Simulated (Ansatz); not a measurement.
O$_{2}$⁺, quartet: reading a ladder of total energies

Geometry: a PBE0/def2-TZVP stationary point for this spin. The doublet lies 2.5 eV lower here.

```xyz
2

O     0.0000    0.0000    0.0000
O     0.0000    0.0000    1.3456
```

Basis 6-31G; Ansatz 0.2.0. Correlated methods freeze the noble-gas cores, which leaves 11 electrons in 16 orbitals. Prefix R: restricted or restricted open-shell reference; prefix U: unrestricted.

Full CI is exact within this basis and frozen core; it isn't the basis-set limit. The frozen core follows each run's orbitals, which can shift R against U totals by a few meV.

UCCSD has a T1 diagnostic of 0.014 and a largest doubles amplitude of 0.13.

The cluster runs stand on a determinant 0.07 eV above the lowest UHF solution, chosen by a search with trial CCSD; the correlation energy below is counted from it.

Runs differ by some tens of microhartree through their thresholds and, for an open shell, their frozen cores, so the step to full CI, which has another core, is uncertain by up to 0.1 kcal/mol.

| level | total energy (hartree) |
| --- | --- |
| UHF determinant under the cluster runs | -149.025967 |
| UMP2 | -149.211505 |
| UCCSD* | -149.222910 |
| UCCSD(T)* | -149.228065 |
| UCCSDT* | -149.228890 |
| UCCSDT(Q)* | -149.230275 |
| UCCSDTQ* | -149.230380 |
| full CI | -149.230397 |

What is the correlation energy at full CI, and what share of it do UMP2 and UCCSDT recover?

E(corr) = -149.230397 − (-149.025967) = -0.204430 hartree = -5.563 eV. UMP2: -0.185538 / -0.204430 = 90.76 %. UCCSDT: -0.202923 / -0.204430 = 99.26 %.

By how many kcal/mol does UCCSD(T) miss full CI (1 hartree = 627.509 kcal/mol), and which steps make up the rest?

-149.228065 − (-149.230397) = 0.002332 hartree = 1.46 kcal/mol. Steps: UCCSDT − UCCSD(T) = -0.52, UCCSDT(Q) − UCCSDT = -0.87, UCCSDTQ − UCCSDT(Q) = -0.07, full CI − UCCSDTQ = -0.01 kcal/mol. Differences between like states or geometries often cancel part of this.

An asterisk marks runs whose energy the program itself flagged as in doubt.
